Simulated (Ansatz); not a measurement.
**Could BaAs2Ru2 exist in this structure?**

Plane-wave DFT in Ansatz with scalar-relativistic PAW potentials. The crystal relaxes under PBEsol to I4/mmm with a = 4.142 Å, c = 12.059 Å, 20.69 Å³/atom. No spin polarisation.

```
Ba As Ru
1.0
    -2.07119    2.07119    6.02939
     2.07119   -2.07119    6.02939
     2.07119    2.07119   -6.02939
Ba As Ru
1 2 2
Direct
  0.00000 0.00000 0.00000
  0.64801 0.64801 0.00000
  0.35199 0.35199 0.00000
  0.75000 0.25000 0.50000
  0.25000 0.75000 0.50000
```

Test it against the elements, against displacements at the zone centre and against strain.

- Energy over the elements: -0.697 eV/atom (PBEsol, standard states in the same functional, gases uncorrected)
- Optical modes at Γ: all 12 real, 81 to 280 cm⁻¹ (PBEsol, no gap at this level, so no LO-TO term)
- Least eigenvalue of the elastic tensor: 37 GPa (PBEsol, smearing 0.15 eV on a cell relaxed with it; where the run has no gap this value hangs on mesh and smearing)

It passes all three tests. So it is a local minimum against everything tried and bound against the elements. Modes at other wave vectors, other structures and decomposition into other compounds weren't tested here.

Spin-orbit coupling is left out, which matters for the bands of heavy elements.